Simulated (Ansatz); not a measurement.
`B=S`. The species carries charge 0 and has multiplicity 1.

Z-matrix (Å, degrees):
```
B
S 1 1.598
H 1 1.175 2 180.0
```

Task: What are the harmonic wavenumbers in cm⁻¹ at PBE0-D4/def2-TZVP (Ansatz, finite differences of forces, unscaled)? (Estimate.)

Result: The calculation gave: 731, 731, 1212, 2836.

Task: Is this a minimum?

Result: Yes, all 4 modes are real.

Task: Give the ideal-gas thermochemistry at 298.15 K and 1 bar (rigid rotor, harmonic oscillator; point group C∞v, symmetry number 1).

Result: Zero-point energy 33.0 kJ/mol; H(298) − E = 42.2 kJ/mol; entropy 214.8 J/(mol·K), of which translation 156.0, rotation 56.3, vibration 2.4; G(298) − E = -21.8 kJ/mol.

Task: And at 400, 500, 600, 800 and 1000 K?

Result: 
| T (K) | H − E (kJ/mol) | S (J/mol/K) | G − E (kJ/mol) |
| --- | --- | --- | --- |
| 400 | 46.1 | 226.1 | -44.3 |
| 500 | 50.4 | 235.6 | -67.4 |
| 600 | 55.0 | 243.9 | -91.4 |
| 800 | 64.7 | 257.9 | -141.6 |
| 1000 | 75.1 | 269.5 | -194.4 |
